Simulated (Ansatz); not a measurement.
# BSiH2 (doublet): B2PLYP, RPA-PBE over a scan of the distance B2–H4, 6-31G

How well do these functionals follow the top wave-function level for BSiH2 (doublet) over a scan of the distance B2–H4?

Method: 6-31G, all electrons in the functionals, frozen cores in the correlation of double hybrids and RPA; program: Ansatz 0.2.0, Gaussian basis.

To be run: B2PLYP, RPA-PBE, at 0.964 Å; 1.047 Å; 1.185 Å; 1.298 Å; 1.451 Å; 1.601 Å; 1.938 Å; 2.142 Å; 2.663 Å; 3.249 Å; 3.970 Å.

## 1. The system

The geometry derives from a PBE0/def2-TZVP stationary point (not a proven minimum). One bond is set to the value named and the two fragments are kept rigid.

4 atoms, charge 0, spin multiplicity 2.

Atoms are counted from 1 here; the program's logs count them from 0.

Bond lengths: Si1–B2 1.844 Å, B2–H3 1.322 Å, B2–H4 1.185 Å. Angles: Si1–B2–H3 66.1°, Si1–B2–H4 177.9°, H3–B2–H4 116.0°.

No dispersion term is added.

The geometry shown and the zero of energy belong to the point 1.185 Å. The yardstick, FCI, and other wave-function levels (R restricted, U unrestricted, valence and pair active spaces) come from earlier runs.

## 2. B2PLYP, 0.964 Å

in.yaml reads:

```yaml
crystal:
  periodic: [false, false, false]
  atoms:
    - {symbol: Si, position_ang: [0.000000, -0.005732, 0.589407]}
    - {symbol: B, position_ang: [0.000000, -0.078282, -1.253348]}
    - {symbol: H, position_ang: [0.000000, 1.150134, -0.765585]}
    - {symbol: H, position_ang: [0.000000, -0.150795, -2.214616]}
basis:
  gaussian: {orbitals: 6-31G}
magnetization: {spin_polarized: true, initial_magnetization: 1}
hamiltonian: {xc: {name: B2PLYP}}
correlation: {electrons: outside_noble_gas}
```

Started as:

```console
$ ansatz run in.yaml --threads 1 --pin off --events-out ev --progress --plain --max-ram 3968MiB --backend cpu
```

The runs that follow: B2PLYP, 1.047 Å; B2PLYP, 1.185 Å; B2PLYP, 1.298 Å; B2PLYP, 1.451 Å; B2PLYP, 1.601 Å; B2PLYP, 1.938 Å; B2PLYP, 2.142 Å; B2PLYP, 2.663 Å; B2PLYP, 3.249 Å; B2PLYP, 3.970 Å; RPA-PBE, 0.964 Å; RPA-PBE, 1.047 Å; RPA-PBE, 1.185 Å; RPA-PBE, 1.298 Å; RPA-PBE, 1.451 Å; RPA-PBE, 1.601 Å; RPA-PBE, 1.938 Å; RPA-PBE, 2.142 Å; RPA-PBE, 2.663 Å; RPA-PBE, 3.249 Å; RPA-PBE, 3.970 Å.

Before running them: what should the planned runs give, taken together? Wanted: span of the FCI curve; largest miss, B2PLYP; largest miss, RPA-PBE.

As calculated:

```
             quantity                     value
span of the FCI curve             91.1 kcal/mol
 largest miss, B2PLYP  +12.9 kcal/mol (2.142 Å)
largest miss, RPA-PBE   +6.1 kcal/mol (2.663 Å)
```

In words: Of the functionals, RPA-PBE keep the smallest largest miss at the points compared (at most 6.1 kcal/mol) and B2PLYP strays most (12.9 kcal/mol, at 2.142 Å). B2PLYP, RPA-PBE clearly break the spin symmetry at some points (⟨S²⟩ up to 1.01 above the pure value), so energy there is bought with a mixed spin. Functionals and the yardstick converge differently with the basis, so part of each miss in 6-31G is the basis.
